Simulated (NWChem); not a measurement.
# C4H4 (1-buten-3-yne): levels of theory compared

Aim: a comparison of 6 runs (HF/STO-3G, HF/3-21G, HF/cc-pVDZ, PBE0/def2-SVP, MP2/cc-pVDZ, MP2/6-31+G*) of C4H4 (1-buten-3-yne). 

Program for the calculation: NWChem 7.3.0.

## (1) The structure to begin with

C4H4 has 8 atoms, charge 0, and is taken as a singlet. As SMILES, `C#CC=C`. The shape is that of a PBE0-D4/def2-TZVP optimisation.

Bond lengths: C1–C2 1.203 Å, C2–C3 1.418 Å, C3–C4 1.332 Å, C1–H5 1.064 Å, C3–H6 1.087 Å, C4–H7 1.083 Å, C4–H8 1.083 Å. Angles: C1–C2–C3 178.4°, C2–C3–C4 124.2°, C2–C1–H5 179.5°, C2–C3–H6 116.0°, C4–C3–H6 119.8°, C3–C4–H7 120.7°, C3–C4–H8 121.4°, H7–C4–H8 117.8°.

## (2) Energy and forces at HF/STO-3G (run 1)

run.py

```python
from ase import Atoms
from ase.calculators.nwchem import NWChem

atoms = Atoms('CCCCHHHH', positions=[
    [-1.091410, 1.580200, -0.894340],
    [-0.344360, 0.836000, -0.315100],
    [0.557310, -0.009980, 0.378930],
    [0.447630, -1.336260, 0.433930],
    [-1.757270, 2.231190, -1.409380],
    [1.379720, 0.485740, 0.888310],
    [1.169620, -1.929270, 0.981270],
    [-0.361240, -1.857610, -0.063610],
])

calc = NWChem(
    label='c4h4',
    theory='scf',
    memory='2200 mb',
    basis='STO-3G',
    basispar='spherical bse',
    scf={'nopen': '0', 'rhf': None, 'thresh': '1e-08', 'maxiter': '80'},
)
atoms.calc = calc

forces = atoms.get_forces()
e = atoms.get_potential_energy()
print(f"E = {e:.6f} eV")
print("forces (eV/A):")
for s, f in zip(atoms.symbols, forces):
    print(f"{s:2s} {f[0]:10.5f} {f[1]:10.5f} {f[2]:10.5f}")
print("dipole (e A):", atoms.get_dipole_moment().round(4))
```

The run is started by

```
export ASE_NWCHEM_COMMAND="nwchem PREFIX.nwi > PREFIX.nwo"
python run.py
```

The program printed:

```text
E = -4130.744023 eV
forces (eV/A):
C     2.70408   -2.77479    2.10471
C    -3.78343    3.84447   -2.94052
C     1.01070   -2.22123    0.90205
C     0.12516    1.31507   -0.04330
H    -0.03080    0.03291   -0.02422
H    -0.02324   -0.04890   -0.01142
H    -0.09107   -0.07811   -0.05374
H     0.08865   -0.06947    0.06644
dipole (e A): [ 0.0231 -0.0567  0.0212]
```

The calculator wrote c4h4.nwi:

```
title "c4h4"

permanent_dir c4h4

scratch_dir c4h4

start c4h4

geometry units angstrom nocenter noautosym noautoz
  C  -1.0914100000000000e+00 1.5802000000000000e+00 -8.9434000000000002e-01
  C  -3.4436000000000000e-01 8.3599999999999997e-01 -3.1509999999999999e-01
  C  5.5730999999999997e-01 -9.9799999999999993e-03 3.7892999999999999e-01
  C  4.4762999999999997e-01 -1.3362600000000000e+00 4.3392999999999998e-01
  H  -1.7572700000000001e+00 2.2311899999999998e+00 -1.4093800000000001e+00
  H  1.3797200000000001e+00 4.8574000000000001e-01 8.8831000000000004e-01
  H  1.1696200000000001e+00 -1.9292700000000000e+00 9.8126999999999998e-01
  H  -3.6124000000000001e-01 -1.8576100000000000e+00 -6.3610000000000000e-02
end

memory 2200 mb

basis spherical bse noprint
   * library STO-3G
end

scf
  nopen 0
  rhf
  thresh 1e-08
  maxiter 80
end

task scf gradient
```

c4h4.nwo:

```text
Northwest Computational Chemistry Package (NWChem) 7.3.0
             --------------------------------------------------------

           Job information
           ---------------

    nwchem branch   = 7.3.0
    use scalapack   = T
    input           = c4h4.nwi
    prefix          = c4h4.
    data base       = c4h4/c4h4.db
    status          = startup
    nproc           =        1

           Memory information
           ------------------

    heap     =     72089596 doubles =      550.0 Mbytes
    stack    =     72089601 doubles =      550.0 Mbytes
    global   =    144179200 doubles =     1100.0 Mbytes (distinct from heap & stack)
    total    =    288358397 doubles =     2200.0 Mbytes
    verify   = yes
    hardfail = no

[... 130 lines left out ...]
 Convergence threshold     :          1.000E-08
[... 12 lines left out ...]
       Final RHF  results
[... 3 lines left out ...]
      One-electron energy =   -384.125422608083
[... 1 line left out ...]
 Nuclear repulsion energy =     90.450182346699
[... 32 lines left out ...]
                       ROHF Final Molecular Orbital Analysis
[... 207 lines left out ...]
                         RHF ENERGY GRADIENTS

    atom               coordinates                        gradient
                 x          y          z           x          y          z
   1 C      -2.062466   2.986145  -1.690058   -0.052586   0.053961  -0.040930
   2 C      -0.650746   1.579811  -0.595453    0.073576  -0.074763   0.057184
   3 C       1.053163  -0.018859   0.716074   -0.019655   0.043196  -0.017542
[... 4 lines of this table left out ...]
   8 H      -0.682645  -3.510374  -0.120205   -0.001724   0.001351  -0.001292

                 ----------------------------------------
                 |  Time  |  1-e(secs)   |  2-e(secs)   |
                 ----------------------------------------
                 |  CPU   |       0.00   |       0.05   |
                 ----------------------------------------
                 |  WALL  |       0.00   |       0.05   |
                 ----------------------------------------

 Task  times  cpu:        0.6s     wall:        0.6s
 Total times  cpu:        0.7s     wall:        0.7s
```

Run time: 2.3 s. Hardware: 1 thread of Intel Xeon 6975P-C (Granite Rapids), shared host; peak memory 0.097 GiB.

## (3) Energy and forces at HF/3-21G (run 2)

m1.xyz

```xyz
8

C     -1.091410     1.580200    -0.894340
C     -0.344360     0.836000    -0.315100
C      0.557310    -0.009980     0.378930
C      0.447630    -1.336260     0.433930
H     -1.757270     2.231190    -1.409380
H      1.379720     0.485740     0.888310
H      1.169620    -1.929270     0.981270
H     -0.361240    -1.857610    -0.063610
```

m1.nw

```
start m1
memory 2200 mb
geometry units angstrom noautosym nocenter noautoz
load m1.xyz
end
basis "ao basis" spherical bse
* library 3-21G
end
scf
thresh 1e-08
maxiter 80
print medium
end
task scf gradient
```

The run is started by

```
nwchem m1.nw > m1.out
```

The program printed:

```text
[...]
  functions       =    44
[...]
  wavefunction    = RHF
[...]
         Total SCF energy =   -152.855105343081
      One-electron energy =   -383.700306501985
      Two-electron energy =    140.395018812204
 Nuclear repulsion energy =     90.450182346700
        Time for solution =      0.7s
[...]
                         RHF ENERGY GRADIENTS
    atom               coordinates                        gradient
                 x          y          z           x          y          z
   1 C      -2.062466   2.986145  -1.690058   -0.011372   0.012469  -0.008932
   2 C      -0.650746   1.579811  -0.595453    0.024023  -0.023883   0.018615
   3 C       1.053163  -0.018859   0.716074   -0.012377   0.015279  -0.009882
   4 C       0.845898  -2.525165   0.820009    0.000542  -0.007487   0.001096
   5 H      -3.320759   4.216338  -2.663342   -0.007005   0.006637  -0.005395
   6 H       2.607293   0.917916   1.678662    0.006887   0.003707   0.004316
   7 H       2.210261  -3.645792   1.854331    0.005907  -0.003627   0.004352
   8 H      -0.682645  -3.510374  -0.120205   -0.006606  -0.003093  -0.004169
[...]
```

Run time: 2.2 s. Hardware: 1 thread of Intel Xeon 6975P-C (Granite Rapids), shared host; peak memory 0.097 GiB.

Run 3 isn't shown in full; the table further down has it.

## (4) Energy and forces at PBE0/def2-SVP (run 4)

sp.nw

```
start sp
title "C4H4 PBE0"
memory 2200 mb
geometry units angstroms noautosym nocenter noautoz
  C       -1.091410       1.580200      -0.894340
  C       -0.344360       0.836000      -0.315100
  C        0.557310      -0.009980       0.378930
  C        0.447630      -1.336260       0.433930
  H       -1.757270       2.231190      -1.409380
  H        1.379720       0.485740       0.888310
  H        1.169620      -1.929270       0.981270
  H       -0.361240      -1.857610      -0.063610
end
basis spherical bse
  C library def2-SVP
  H library def2-SVP
end
dft
  xc pbe0
  grid xfine
  convergence energy 1e-08
  maxiter 100
  mulliken
end
task dft gradient
```

The run is started by

```
nwchem sp.nw > sp.out
```

The program printed:

```text
[...]
          Wavefunction type:  closed shell.
          No. of atoms     :     8
          No. of electrons :    28
[...]
          Charge           :     0
          Spin multiplicity:     1
[...]
          AO basis - number of functions:    76
[...]
              XC Information
              --------------
                         PBE0 Method XC Functional
                     Hartree-Fock (Exact) Exchange  0.250
          PerdewBurkeErnzerhof Exchange Functional  0.750
            Perdew 1991 LDA Correlation Functional  1.000 local
           PerdewBurkeErnz. Correlation Functional  1.000 non-local
[...]
 d= 0,ls=0.0,diis     1   -154.3913124780 -2.45D+02  7.48D-03  2.59D-01     1.8
[...]
 d= 0,ls=0.0,diis    10   -154.4246198580 -2.65D-09  5.70D-07  4.01D-09    17.8
         Total DFT energy =     -154.424619858046
      One electron energy =     -385.279706589411
           Coulomb energy =      163.275204849373
    Exchange-Corr. energy =      -22.870300464708
 Nuclear repulsion energy =       90.450182346700
[...]
      Total Density - Mulliken Population Analysis
     ---------------------------------------------
    Atom       Charge   Shell Charges
 -----------   ------   -------------------------------------------------------
    1 C    6     6.37   1.99  0.91  0.65  2.02  0.78  0.02
    2 C    6     5.71   1.99  0.91  0.19  2.05  0.54  0.03
    3 C    6     6.11   1.99  0.91  0.24  2.09  0.84  0.04
    4 C    6     6.04   1.99  0.90  0.24  2.05  0.84  0.03
    5 H    1     0.96   0.74  0.19  0.03
    6 H    1     0.93   0.74  0.17  0.02
    7 H    1     0.94   0.74  0.17  0.02
    8 H    1     0.94   0.74  0.18  0.02
[...]
  wavefunction    = closed shell
                         DFT ENERGY GRADIENTS
    atom               coordinates                        gradient
                 x          y          z           x          y          z
   1 C      -2.062466   2.986145  -1.690058    0.009648  -0.009477   0.007467
   2 C      -0.650746   1.579811  -0.595453   -0.011119   0.010028  -0.008525
   3 C       1.053163  -0.018859   0.716074    0.001492  -0.003801   0.001384
   4 C       0.845898  -2.525165   0.820009   -0.000332   0.003819  -0.000600
   5 H      -3.320759   4.216338  -2.663342    0.005054  -0.004960   0.003912
   6 H       2.607293   0.917916   1.678662   -0.005235  -0.002915  -0.003260
   7 H       2.210261  -3.645792   1.854331   -0.004550   0.003913  -0.003472
   8 H      -0.682645  -3.510374  -0.120205    0.005042   0.003393   0.003094
[...]
```

It took 22 s on 1 thread of Intel Xeon 6975P-C (Granite Rapids), shared host; peak memory 0.14 GiB.

Run 5 isn't shown in full; the table further down has it.

## (5) Energy and forces at MP2/6-31+G(d) (spherical functions) (run 6)

run.nw

```
start run
memory total 2200 mb

geometry noautosym nocenter noautoz
  C     -1.091410     1.580200    -0.894340
  C     -0.344360     0.836000    -0.315100
  C      0.557310    -0.009980     0.378930
  C      0.447630    -1.336260     0.433930
  H     -1.757270     2.231190    -1.409380
  H      1.379720     0.485740     0.888310
  H      1.169620    -1.929270     0.981270
  H     -0.361240    -1.857610    -0.063610
end

basis spherical bse
  * library 6-31+G*
end

scf
  thresh 1e-08
  maxiter 80
end

mp2
  freeze core 4
  tight
end

task mp2 gradient
```

The run is started by

```
nwchem run.nw > run.out
```

The program printed:

```text
[...]
  functions       =    80
[...]
  wavefunction    = RHF
[...]
         Total SCF energy =   -153.713529400674
      One-electron energy =   -384.864223176975
      Two-electron energy =    140.700511429602
 Nuclear repulsion energy =     90.450182346700
        Time for solution =      6.7s
[...]
          Total MP2 energy          -154.209109750285
[...]
                         mp2 ENERGY GRADIENTS
    atom               coordinates                        gradient
                 x          y          z           x          y          z
   1 C      -2.062466   2.986145  -1.690058    0.026820  -0.027477   0.020868
   2 C      -0.650746   1.579811  -0.595453   -0.020946   0.023401  -0.016495
   3 C       1.053163  -0.018859   0.716074   -0.008033  -0.013866  -0.004094
   4 C       0.845898  -2.525165   0.820009    0.001819   0.016764  -0.000404
   5 H      -3.320759   4.216338  -2.663342    0.001942  -0.001641   0.001478
   6 H       2.607293   0.917916   1.678662   -0.001876  -0.000037  -0.001263
   7 H       2.210261  -3.645792   1.854331   -0.001019   0.001303  -0.000824
   8 H      -0.682645  -3.510374  -0.120205    0.001294   0.001554   0.000732
[...]
```

Wall time 21 s (1 thread of Intel Xeon 6975P-C (Granite Rapids), shared host); peak memory 0.2 GiB.

## (6) All runs side by side

```tsv
run	level	iteration cap	module	energy (Eh)	dipole moment (D)	HOMO energy (eV)	LUMO energy (eV)	wall time
1	HF/STO-3G	80	scf	-151.802044	0.31	-7.67	6.91	2.3 s
2	HF/3-21G	80	scf	-152.855105	0.47	-9.31	3.40	2.2 s
3	HF/cc-pVDZ	80	scf	-153.721194	0.49	-9.32	3.16	13 s
4	PBE0/def2-SVP	100	dft	-154.424620	0.40	-7.13	-0.81	22 s
5	MP2/cc-pVDZ	80	mp2	-154.234005	0.30	-9.32	3.16	24 s
6	MP2/6-31+G* (spherical functions)	80	mp2	-154.209110	0.30	-9.38	2.10	21 s
```

## (7) What came out

| quantity | value |
| --- | --- |
| run 6: total energy | -154.20911 Eh |
| run 6: dipole moment (of the density that the program reports) | 0.30 D |
| run 6: HOMO energy (Hartree–Fock orbitals) | -9.38 eV |
| run 6: LUMO energy (Hartree–Fock orbitals) | 2.10 eV |
| run 6: HOMO–LUMO gap (Hartree–Fock orbitals) | 11.48 eV |
| run 6: correlation energy (4 core orbitals frozen) | -495.6 mEh |
| run 6: largest force on an atom | 2.247 eV/Å |

The dipole moment (its size) runs from 0.30 D (MP2/cc-pVDZ) to 0.49 D (HF/cc-pVDZ). Over runs 1, 2, 3, 4 the HOMO–LUMO gap runs from 6.32 eV (PBE0/def2-SVP) to 14.58 eV (HF/STO-3G). The two ends differ in method and basis. In run 1 the basis is minimal, so the values are rough. All runs together took 83 s, the longest 24 s.
